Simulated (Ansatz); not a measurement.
Single points on the cluster Li₂H₂⁺.

```yaml
crystal:
  periodic: [false, false, false]
  atoms:
    - {symbol: Li, position_ang: [-1.147558, -1.140067, 0.193806]}
    - {symbol: Li, position_ang: [1.139491, 1.148754, -0.189867]}
    - {symbol: H, position_ang: [-0.003833, 0.109343, 0.630789]}
    - {symbol: H, position_ang: [0.011901, -0.118020, -0.634728]}
basis:
  gaussian: {orbitals: def2-SVP, initial_orbitals: start.molden}
total_charge: 1
magnetization: {spin_polarized: true, initial_magnetization: 1}
hamiltonian: {xc: pbe, dispersion: d4}
scf: {omitted_lower_state_checks: [starts]}
output: {orbitals: {seedname: orbitals}}
```

The file start.molden holds the orbitals of an earlier run on this structure, at another level or in another basis.

```sh
$ ansatz run in.yaml --threads 4 --pin off --events-out ev --progress --plain --max-ram 3916MiB
```

It prints (some lines left out):

```
Functional definition: PBE
364 factors; integrals over basis functions are off by at most 2.1e-3 eV
mean field evaluation 1: about -432.6238 eV, gradient 1.3e0 eV
mean field evaluation 2: about -432.6439 eV, gradient 1.6e-2 eV
mean field evaluation 4: about -432.6446 eV, gradient 1.7e-5 eV
mean field -432.64458260 eV, -15.8993951534 hartree, gradient 7.1e-6 eV, S^2 0.751041; 0 other end points of the search recorded, 0 dependent functions left out
reference -432.64463556 eV, -15.8993970998 hartree; 4, 3 occupied and 24, 25 virtual orbitals, 364 factors
Total energy: -432.66928720 eV, -15.9003030307 hartree
Checks for a lower state left out: starts
```

Run time 0.3 s (4 threads of Arm Neoverse V1 on a shared host).

First input, but with `gaussian: {orbitals: def2-TZVP, initial_orbitals: start.molden}`, `output: {forces: true, orbitals: {seedname: orbitals}}` (abridged; 0.3 s):

```
Functional definition: PBE
mean field -432.95692576 eV, -15.9108735529 hartree, gradient 5.9e-5 eV, S^2 0.751108
Total energy: -432.98163511 eV, -15.9117816048 hartree
Atom 0 force     0.001181    -0.004965    -0.003040 eV/Å
Atom 1 force     0.004556    -0.001473    -0.003020 eV/Å
Atom 2 force    -0.002519     0.006650     0.019198 eV/Å
Atom 3 force    -0.003218    -0.000212    -0.013138 eV/Å
Dipole moment:    -0.007291     0.007524     0.001719 e Å
Checks for a lower state left out: starts
```

The first input with `gaussian: {orbitals: def2-TZVP, initial_orbitals: start.molden}`, `hamiltonian: {xc: {text: "exchange = 0.90*pbe_x + 0.10*exact_x\ncorrelation = pbe_c"}}` (abridged; 0.3 s):

```
Functional definition: unnamed
mean field -433.06963574 eV, -15.9150155683 hartree, gradient 7.2e-6 eV, S^2 0.751317
Total energy: -433.06968761 eV, -15.9150174746 hartree
Checks for a lower state left out: starts
```

First input, but with `gaussian: {orbitals: 6-31G}`, `hamiltonian: {xc: {name: B3LYP}, dispersion: d4}` (abridged; 0.3 s):

```
Functional definition: B3LYP
mean field -434.51782686 eV, -15.9682356102 hartree, gradient 1.3e-5 eV, S^2 0.751634
Total energy: -434.55864014 eV, -15.9697354706 hartree
Checks for a lower state left out: starts
```

As the first input, with `hamiltonian: {xc: pbe0, dispersion: d4}` (abridged; 0.25 s):

```
Functional definition: PBE0
mean field -432.97263617 eV, -15.9114508997 hartree, gradient 2.6e-5 eV, S^2 0.751561
Total energy: -432.99295983 eV, -15.9121977807 hartree
Checks for a lower state left out: starts
```

The first input with `gaussian: {orbitals: def2-TZVP, initial_orbitals: start.molden}`, `correlation: {method: mp2}` and without the key `hamiltonian` (abridged; 0.1 s):

```
Functional definition: HF
mean field -430.10218352 eV, -15.8059637106 hartree, gradient 8.6e-7 eV, S^2 0.755094
second order -2.52231252 eV of doubles, -0.00000000 eV of singles
Total energy: -432.62449604 eV, -15.8986569861 hartree
Checks for a lower state left out: starts
```

First input, but with `gaussian: {orbitals: def2-TZVP, initial_orbitals: start.molden}`, `hamiltonian: {xc: {name: B2PLYP}}` and without the key `output` (abridged; 0.35 s):

```
Functional definition: B2PLYP
mean field -433.11461493 eV, -15.9166685232 hartree, gradient 1.1e-6 eV, S^2 0.753061
second order -2.86606180 eV of doubles, -0.00000000 eV of singles
Total energy: -433.88860941 eV, -15.9451122957 hartree
Checks for a lower state left out: starts
```

Geometry: PBE-D4/def2-TZVP.

B3LYP takes the VWN-RPA correlation. Correlated methods freeze no core orbitals; core or outer-core shells of Li are correlated, in sets that lack core-valence functions. In the doublet, H3 and H4 lie 1.29 Å apart (atoms count from 1), so these atoms are partly bonded to each other. The structure comes from a short search, and lower isomers may exist.
